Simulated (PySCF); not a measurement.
Parents of the type SiH3-X, H atom removed and the species left after one step. All species are isolated molecules in the gas phase. One relaxed conformer stands for each flexible species; it need not be the lowest. Strings in code marks are SMILES.

The brightest of the four lowest singlets (TDA) from two functionals at the same geometries (r2SCAN-D4/def2-TZVP), both in PySCF: PBE-D3(BJ)/def2-TZVP and r2SCAN-D4/def2-TZVP. Excitations are Tamm–Dancoff values on a coarser integration grid. The basis has no diffuse functions, so Rydberg states are missing or too high.

```csv
species,PBE-D3(BJ)/def2-TZVP (eV),r2SCAN-D4/def2-TZVP (eV)
"X = methyl, parent",8.20,8.98
"X = formyl, parent (`O=C[SiH3]`)",5.43,6.05
"X = trifluoromethyl, parent (`FC([SiH3])(F)F`)",7.82,8.48
"X = boryl, parent (`B[SiH3]`)",5.57,6.17
```

Over these rows, drawn at random from the members with no instability flagged (it was tested for open shells, ions and some series alone), PBE minus r2SCAN-D4: mean -0.67 eV, from -0.79 eV to -0.60 eV.
